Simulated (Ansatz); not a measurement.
Input file:

```yaml
crystal:
  periodic: [false, false, false]
  atoms:
    - {symbol: B, position_ang: [0.000000, 0.000000, 0.102318]}
    - {symbol: C, position_ang: [0.000000, 0.000000, -1.543654]}
    - {symbol: H, position_ang: [0.000000, 0.000000, 1.441335]}
basis:
  gaussian: {orbitals: 6-31G}
magnetization: {spin_polarized: true, initial_magnetization: 2}
correlation: {method: ccsdtq, electrons: outside_noble_gas}
```

```sh
$ ansatz run in.yaml --threads 1 --pin off --events-out ev --progress --plain --max-ram 2393MiB
```

The program prints:

```
444 factors; integrals over basis functions are off by at most 2.2e-7 eV
mean field evaluation 1: about -1710.3447 eV, gradient 9.6e0 eV
mean field evaluation 2: about -1710.3470 eV, gradient 9.6e0 eV
mean field evaluation 4: about -1711.1752 eV, gradient 1.5e0 eV
mean field evaluation 8: about -1711.2271 eV, gradient 1.4e-1 eV
mean field evaluation 16: about -1711.2076 eV, gradient 5.7e-1 eV
mean field evaluation 32: about -1711.2194 eV, gradient 2.8e-1 eV
mean field evaluation 64: about -1703.5082 eV, gradient 1.2e1 eV
mean field evaluation 96: about -1704.0520 eV, gradient 1.3e-1 eV
mean field evaluation 128: about -1708.3575 eV, gradient 8.7e-1 eV
mean field evaluation 160: about -1705.2328 eV, gradient 1.3e0 eV
mean field evaluation 192: about -1706.7470 eV, gradient 1.1e1 eV
mean field evaluation 224: about -1708.3686 eV, gradient 4.5e-1 eV
mean field -1711.22773808 eV, -62.8864594626 hartree, gradient 3.3e-6 eV, S^2 2.010629; 8 other end points of the search recorded, 0 dependent functions left out
determinant -1711.22773808 eV, -62.8864594626 hartree, with singles and doubles -1714.80492064 eV, -63.0179184968 hartree
determinant -1711.05736896 eV, -62.8801985130 hartree, with singles and doubles -1714.16248944 eV, -62.9943095860 hartree
determinant -1708.37277902 eV, -62.7815416523 hartree, with singles and doubles -1711.19202915 eV, -62.8851471837 hartree
determinant -1707.97378722 eV, -62.7668789740 hartree, with singles and doubles -1710.80137618 eV, -62.8707909518 hartree
2 core orbitals not correlated: weight in the atoms' cores, before any rotation towards them, 1.000 or more for the frozen orbitals, at most 0.000 for the correlated occupied ones
reference -1711.22773808 eV, -62.8864594626 hartree; 5, 3 occupied and 13, 15 virtual orbitals, 444 factors
second order -2.88691750 eV of doubles, -0.00000000 eV of singles
cycle   1  -3.29704848 eV  change   -4.1e-1 eV  update   8.3e-2
cycle   2  -3.62482030 eV  change   -3.3e-1 eV  update   4.1e-2
cycle   3  -3.75675979 eV  change   -1.3e-1 eV  update   2.4e-2
cycle   4  -3.75734617 eV  change   -5.9e-4 eV  update   8.3e-3
cycle   5  -3.76248194 eV  change   -5.1e-3 eV  update   4.7e-3
cycle   6  -3.76663812 eV  change   -4.2e-3 eV  update   2.1e-3
cycle   7  -3.76642181 eV  change    2.2e-4 eV  update   1.2e-3
cycle   8  -3.76600518 eV  change    4.2e-4 eV  update   4.7e-4
cycle   9  -3.76648835 eV  change   -4.8e-4 eV  update   2.2e-4
cycle  10  -3.76653195 eV  change   -4.4e-5 eV  update   9.6e-5
cycle  11  -3.76652380 eV  change    8.1e-6 eV  update   5.4e-5
cycle  12  -3.76653258 eV  change   -8.8e-6 eV  update   3.0e-5
cycle  13  -3.76651362 eV  change    1.9e-5 eV  update   1.4e-5
cycle  14  -3.76652276 eV  change   -9.1e-6 eV  update   8.0e-6
cycle  15  -3.76652905 eV  change   -6.3e-6 eV  update   4.3e-6
cycle  16  -3.76653014 eV  change   -1.1e-6 eV  update   2.7e-6
cycle  17  -3.76653003 eV  change    1.1e-7 eV  update   1.7e-6
cycle  18  -3.76652925 eV  change    7.8e-7 eV  update   9.0e-7
Total energy: -1714.99426733 eV, -63.0248768597 hartree
```

For the same geometry and basis full CI lies 1.0 meV lower.

Ran on 1 thread of Intel Xeon Platinum 8488C, shared host: 17 s wall, 0.22 GiB peak host memory.
